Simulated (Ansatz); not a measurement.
## What a trial cell of NaHf2 relaxes into

Computed with Ansatz, DFT PBE, scalar-relativistic, plane waves, PAW. Cutoff 420 eV, Γ-centred k mesh, Gaussian smearing, no spin polarisation in the final step.

NaHf2 was placed on the AlB2 structure type (P6/mmm, No. 191), with Na in place of Al, Hf in place of B, at a guessed volume.

```
CELL_PARAMETERS angstrom
3.91504 0.00000 0.00000
-1.95752 3.39052 0.00000
0.00000 0.00000 4.22720
ATOMIC_POSITIONS crystal
Na 0.00000 0.00000 0.00000
Hf 0.33333 0.66667 0.50000
Hf 0.66667 0.33333 0.50000
```

Cell and atoms relax at zero pressure; the relaxation can't lower the symmetry of the start. After a coarse first stage the cell is made exact in the group found at 0.06 Å.

Energies over the elements count from the elements' standard structures at the same level, with no empirical corrections.

(1) What does it relax into?

(2) What are its volume, energy, density and gap?

## Answers

(1) It keeps P6/mmm (No. 191), but not the shape of the type it started on. Conventional cell: a = 5.383 Å, c = 2.873 Å. Around Na lie 2 Na at 2.87 Å and 12 Hf at 3.42 Å; around Hf lie 2 Hf at 2.87 Å, 3 Hf at 3.11 Å and 6 Na at 3.42 Å.

Space group P6/mmm (No. 191). a = 5.383 Å, b = 5.383 Å, c = 2.873 Å, α = 90.00°, β = 90.00°, γ = 120.00°
```
atom site symmetry x y z
  Na    1a     6/mmm  0.0000  0.0000  0.0000
  Hf    2d      -6m2  0.3333  0.6667  0.5000
```

(2) The volume per atom is 24.03 Å³, the density is 8.75 g/cm³ and the energy over the elements is 0.81 eV/atom. The gap on the 12×12×16 mesh is 0 eV (a metal).

The final run used a 12×12×16 mesh on its 3-atom cell and 0.10 eV smearing. For metals, differences of a few meV/atom aren't resolved. Spin–orbit coupling is left out. A structure relaxed within its symmetry needn't be a true minimum.

Cost: 4 runs of about 1.6 core-minutes in all, on Intel Xeon 6975P-C (Granite Rapids) (shared hosts).